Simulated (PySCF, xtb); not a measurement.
CH₃O, SMILES C[O], multiplicity 2.

The structure is a stationary point at PBE0-D3(BJ)/def2-TZVP. The geometry has at least one imaginary mode, so it is a saddle point at that level. The isomer is the one that the SMILES or the coordinates give; other isomers of the formula were not compared.

These are IEF-PCM-B3LYP/def2-TZVPD (PySCF 2.14.0) values and carry that method's errors.

The values are the electrostatic part of the solvation free energy, E(continuum) − E(gas) at the gas-phase geometry, in a cavity of scaled van der Waals radii (PySCF's table); cavitation and dispersion terms are not included. The dipole moment in vacuum is 2.07 D.

Computed values in water (ε = 78.36), acetone (ε = 20.49), dichloromethane (ε = 8.93):
| solvent | ε | ΔG(elec) (kcal/mol) | dipole (D) |
|---|---|---|---|
| water | 78.36 | -3.5 | 2.67 |
| acetone | 20.49 | -3.3 | 2.63 |
| dichloromethane | 8.93 | -3.0 | 2.57 |

For comparison, GFN2-xTB/ALPB(water) (xtb, at the GFN2-xTB geometry, all terms of that model) gives -4.7 kcal/mol.
